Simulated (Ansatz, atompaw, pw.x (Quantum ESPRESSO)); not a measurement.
From atom to crystal: PAW (atompaw) potential for iridium (Ir)

atompaw 4.2.0.5 input, output lines left out:

```
Ir 77
GGA-PBESOL scalarrelativistic loggrid 2001 logderivrange -9 5 351
6 6 5 4 0 0
6 0 1.5
6 1 0
5 2 7.5
0 0 0
c
c
c
c
v
v
c
c
c
v
v
c
c
v
c
2
2.35 1.95 1.90 2.05
n
n
y
2.3
n
custom rrkj gramschmidtortho besselshape
bessel
1.35
1.55
1.85
2.35
1.80
2.35
```

Atomic tests: cutoffs needed: 35 Ry and 60 Ry (the cutoffs (Ry, on a coarse ladder) from which the occupation-weighted sum of valence levels, in a spherical-Bessel basis at the reference potential, stays within 10 and 1 mRy of its value at 400 Ry); ghost test: no extra level below or beside the all-electron valence levels (s, p, d, f tested) (spherical-Bessel basis up to 400 Ry, 20 bohr box); lowest eigenvalue of the overlap operator: 0.13 (s channel).

Crystal test: bcc Ir in pw.x 7.5, no spin, 15³ k-points, Fermi–Dirac smearing 0.01 Ry, cutoffs 75/750 Ry. The reference is all-electron LAPW (Ansatz 0.2.0) with the same functional, mesh and smearing; V0 and B0 come from Birch–Murnaghan fits to the pressures at five volumes. Errors are pseudo minus all-electron; Δ is the rms difference of the E(V) curves that follow from these fits, minima aligned, over ±6 % about the mean V0. Mesh and smearing are coarse, so the numbers serve the comparison and aren't converged zero-temperature values; the lattice is a test structure that the element need not adopt.

| V (Å³/atom) | P all-electron (GPa) | P pseudo (GPa) |
| --- | --- | --- |
| 13.847 | 20.24 | 22.70 |
| 14.212 | 9.56 | 11.70 |
| 14.576 | 0.36 | 2.21 |
| 14.940 | -7.55 | -5.95 |
| 15.305 | -14.36 | -12.96 |

All-electron: a0 = 3.079 Å (V0 = 14.59 Å³/atom), B0 = 339.1 GPa.

Pseudopotential: mean pressure error (GPa): +1.89; a0 (Å): 3.084; a0 error (%): +0.18; B0 error (%): +0.4; Δ (meV/atom): 5.9.

Q: At the middle volume, how do free energy and pressure move when the wave cutoff is lowered (ecutrho held at 750 Ry)?

A:

```
cutoff (Ry)  shift of F (meV/atom)  shift of P (GPa)
         34                 +128.1             -4.65
         45                  +44.5             -1.30
         60                   +7.0             -0.33
```

The run at the middle volume (120 k-points, 14 iterations) took about 67 s on one core of a shared host (AMD EPYC 7R43 64-Core Processor, 256 threads, 1004 GiB, load 151).
